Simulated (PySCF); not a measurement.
**Relaxation of triplet CHCl**

All numbers come from PySCF, UPBE0, basis C def2-TZVP, H def2-TZVP, Cl def2-TZVP (no relativity, density fitting). A (50,194) grid was used.

A hand-made linear start, of C∞v symmetry, held to at least that symmetry:

Coordinates in bohr (charge 0 multiplicity 3):
```
C     0.0000    0.0000   -2.3541
H     0.0000    0.0000   -4.3762
Cl    0.0000    0.0000    0.9340
```

Task: What does it relax to?

Result: It ends at C∞v with C–Cl 1.610 Å, C–H 1.067 Å; Cl–C–H 180.0°. A frequency run shows 2 imaginary modes (one degenerate set), down to 1021i cm⁻¹, so it is a higher-order saddle point. Other isomers or separated fragments may lie lower.

Task: How much energy is released, and in how many steps?

Result: 22.2 kJ/mol in 4 steps.

At this level a broken-symmetry Ms = 0 minimum of Cs symmetry lies 59 kJ/mol below this structure.

The relaxation took 4.6 s on 2 threads of a shared Arm Neoverse V2 host, with 74 basis functions and 5 gradients; the process peaked at 0.44 GiB. Launch command: `OMP_NUM_THREADS=2 python axn.py task.json out`.
